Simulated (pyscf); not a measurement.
Structures and frequencies: ωB97X-D3(BJ)/def2-SVP in PySCF.

Task: Estimate by transition-state theory the rate constant of F–SiH₂–O–SiH₂• + H₂O → HO–SiH•–O–SiH₂–F + H₂ (doublet surface; H–Si, H–O broken, O–Si, H–H formed) at 900 K, with ωB97M-D3(BJ)/def2-TZVP energies (ideal gas, 1 atm, RRHO with modes under 100 cm⁻¹ raised to 100, one conformer, R ln 2 for chiral ones without a mode under 150 cm⁻¹; no tunnelling).

Result: The electronic barrier is 31.5 kcal/mol and the thermal terms add +33.0, so ΔG‡ = 64.6 kcal/mol. With k_BT/h = 1.88e+13 s⁻¹ and RT = 1.788 kcal/mol, and a volume of 1.23e-19 cm³ per molecule at 1 atm, k = 4.8e-22 cm³ molecule⁻¹ s⁻¹. Wigner's tunnelling factor for 1396i cm⁻¹ would be 1.21. A shift of 1 kcal/mol in the barrier changes k by a factor 1.7. At the saddle there is also a short H–Si contact that neither side keeps. One saddle was located; it need not be the lowest between these sides.
